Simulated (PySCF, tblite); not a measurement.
**C₄H₅ radical: geometry, infrared bands and EPR parameters**

Wanted: the infrared bands and EPR parameters of C₄H₅ radical (`C=C1[CH]C1`), by calculation.

Programs: tblite 0.8.0 and PySCF 2.14.0, with density-fitted response routines of our own. Each step states its level of theory. These are calculated values for one molecule in the gas phase, unless marked as measured. Atoms are numbered from 0 throughout.

## Step 1: The starting structure

9 atoms, charge 0, multiplicity 2; geometry from: force field or distance geometry start.

Bonds of the start (Å): C0–C1 1.32, C1–C2 1.37, C2–C3 1.49, C3–C1 1.39, C0–H4 1.09, C0–H5 1.08, C2–H6 1.08, C3–H7 1.09, C3–H8 1.07.

## Step 2: Geometry optimisation with GFN2-xTB

What the job is given:

```
{"job": {"kind": "relax", "xc": "GFN2-xTB", "basis": "xTB"}, "charge": 0, "multiplicity": 2}
C      1.467400     0.408600    -0.050100
C      0.186500     0.083600    -0.133600
C     -0.764600    -0.611600    -0.840800
C     -1.097100     0.141200     0.397500
H      1.825400     1.023800     0.772600
H      2.162900     0.083100    -0.803900
H     -0.782300    -1.684600    -0.907500
H     -1.319200    -0.472900     1.270400
H     -1.665400     1.034700     0.270200
```

Command:

```console
> OMP_NUM_THREADS=1 python probes_run.py task.json out
```

The driver reads the jobs from task.json and runs them one after another.

**Question.** This job is followed by: GFN2-xTB harmonic vibrations, gas phase; UKS B3LYP, pcH-1 on C H, non-relativistic, mean-field spin-orbit, GIAO. What will the session give for the following? strongest single infrared mode (GFN2-xTB); zero-point energy (GFN2-xTB); g(iso) (B3LYP); ⟨S²⟩; largest a(iso) (averaged by class); potential on the surface of density 0.002 e/bohr³, 1st and 99th percentile.

As calculated:

```
                                                                  quantity                 value
                                 strongest single infrared mode (GFN2-xTB)  2997 cm⁻¹, 42 km/mol
                                              zero-point energy (GFN2-xTB)         43.4 kcal/mol
                                                            g(iso) (B3LYP)               2.00265
                                                                      ⟨S²⟩    0.775 (exact 0.75)
                                        largest a(iso) (averaged by class)   13C on C2, 71.1 MHz
potential on the surface of density 0.002 e/bohr³, 1st and 99th percentile    -0.57 V and 1.10 V
```

What this shows: Over 43 steps the energy fell by 0.485 eV; of the close pairs, C1–C3 changed most, 1.390 to 1.497 Å. All 21 modes are real, so the xTB geometry is a minimum. The strongest single mode, at 2997 cm⁻¹, moves mainly H8 and H7. GFN2-xTB is a fitted tight-binding method: band positions and strengths are rough. Its intensities can rank the bands wrongly. The largest spin populations lie on C2 (0.72 e), C0 (0.59 e). The isotropic g lies 0.3 ppt above the free-electron value. The conformer search found further structures of the same energy, which may be mirror or relabelled copies of this one.
